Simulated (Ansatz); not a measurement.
# C2H6Al: the cost of one run

Program: Ansatz 0.2.0. Level of theory: UKS revPBE-D4/def2-SVP. These are calculated values, not measurements.

### Step 1. The structure to begin with

Bond lengths: C1–Al2 1.950 Å, Al2–C3 1.976 Å, C1–H4 1.061 Å, C1–H5 1.160 Å, Al2–H6 1.613 Å, C3–H7 1.076 Å, C3–H8 1.179 Å, C3–H9 1.148 Å. Angles: C1–Al2–C3 118.1°, C1–Al2–H6 120.9°, C3–Al2–H6 121.0°, Al2–C1–H4 110.0°, Al2–C1–H5 110.1°, H4–C1–H5 105.4°, Al2–C3–H7 111.8°, Al2–C3–H8 107.7°, Al2–C3–H9 109.7°, H7–C3–H8 107.8°, H7–C3–H9 112.8°, H8–C3–H9 106.8°.

As a file:

```xyz
9

C    -0.8370    0.7086   -1.5647
Al    0.1943    0.6406    0.0893
C     0.6097   -1.1324    0.8552
H    -1.7979    0.2863   -1.4100
H    -1.0304    1.8110   -1.8690
H     0.7061    1.9943    0.8021
H     0.2302   -1.9314    0.2418
H     1.7830   -1.2383    0.9007
H     0.2304   -1.1849    1.9374
```

### Step 2. End point A

Input file input.yaml:

```yaml
crystal:
  periodic: [false, false, false]
  atoms:
    - { symbol: C, position_ang: [-0.837, 0.7086, -1.5647] }
    - { symbol: Al, position_ang: [0.1943, 0.6406, 0.0893] }
    - { symbol: C, position_ang: [0.6097, -1.1324, 0.8552] }
    - { symbol: H, position_ang: [-1.7979, 0.2863, -1.41] }
    - { symbol: H, position_ang: [-1.0304, 1.811, -1.869] }
    - { symbol: H, position_ang: [0.7061, 1.9943, 0.8021] }
    - { symbol: H, position_ang: [0.2302, -1.9314, 0.2418] }
    - { symbol: H, position_ang: [1.783, -1.2383, 0.9007] }
    - { symbol: H, position_ang: [0.2304, -1.1849, 1.9374] }
magnetization:
  spin_polarized: true
  initial_magnetization: 1
basis:
  gaussian: { orbitals: def2-SVP }
hamiltonian:
  xc: revpbe
  dispersion: d4
relax:
  f_tol: 0.015
  max_steps: 40
```

Run with:

```bash
ansatz run input.yaml --threads 2 --pin off --max-ram 3072MiB --backend cpu --events-out ev --progress --plain --runs-dir out
```

**Question.** How long does this run take on 2 threads of Arm Neoverse V2, shared host, and how much memory does it need?

About 11 s, with a peak of 0.15 GiB.
